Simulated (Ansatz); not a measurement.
Task: an active-space calculation of C2H4Si, SMILES C1=C[SiH2]1, with Ansatz 0.2.0, Python API. Give the script and its output. Level of theory: Hartree-Fock, cc-pVDZ basis, multiplicity 1.

```xyz
7

C    -0.7511   -0.4583   -0.2203
C     0.2996   -0.2774   -0.9232
Si    0.4169    0.4598    0.6548
H    -1.7064   -0.8165   -0.3059
H     0.7141   -0.5271   -1.8950
H     0.0923    1.9019    0.8441
H     0.9958   -0.3504    1.7998
```

`run_cas.py`:
```python
'''Static correlation in C2H4Si: natural occupations of an active space.'''

import warnings

import ansatz as az
from ase import Atoms

BASIS_SET = 'cc-pVDZ'

warnings.simplefilter('ignore', az.DeckWarning)

atoms = Atoms(['C', 'C', 'Si', 'H', 'H', 'H', 'H'], positions=[
    (-0.7511, -0.4583, -0.2203),
    (0.2996, -0.2774, -0.9232),
    (0.4169, 0.4598, 0.6548),
    (-1.7064, -0.8165, -0.3059),
    (0.7141, -0.5271, -1.895),
    (0.0923, 1.9019, 0.8441),
    (0.9958, -0.3504, 1.7998),
])
mol = az.Crystal.molecule_from_ase(atoms)

base = mol.calculation()
base = base.basis(gaussian=BASIS_SET)
base = base.correlation(active_electrons=4, active_orbitals=5)
for method in [None]:
    rep = (base if method is None else base.correlation(method)).run(threads=1, pin='off').report
    space = rep['configurations']
    state = space['states'][0]
    print(method or 'casscf', f'total {rep["free_energy_ev"] / 27.211386246:.6f} Ha, active-space state {state["energy"]["hartree"]:.6f} Ha, mean field {rep["reference_energy_ev"] / 27.211386246:.6f} Ha')
    print('  determinants', state['n_determinants'], ' natural occupations', [round(n, 3) for n in space['natural_occupations']])
print('effectively unpaired electrons, sum of min(n, 2 - n):', round(sum(min(n, 2 - n) for n in space['natural_occupations']), 3))
```

```console
$ python run_cas.py
casscf total -366.942522 Ha, active-space state -366.942522 Ha, mean field -366.892353 Ha
  determinants 100  natural occupations [1.982, 1.949, 0.05, 0.016, 0.003]
effectively unpaired electrons, sum of min(n, 2 - n): 0.139
```

Reading the output:
- Total energies depend on the basis set; only differences at equal settings carry meaning.
- The geometry is a force-field or estimated start, not a minimum of this method, and the basis set is short of its limit. The active space starts as a window about the frontier orbitals and is then optimised, not chosen by chemistry.
- Timing: 5.5 s on 1 thread of Intel(R) Xeon(R) Platinum 8375C CPU @ 2.90GHz (Ice Lake) (shared host), peak memory 0.2 GiB.
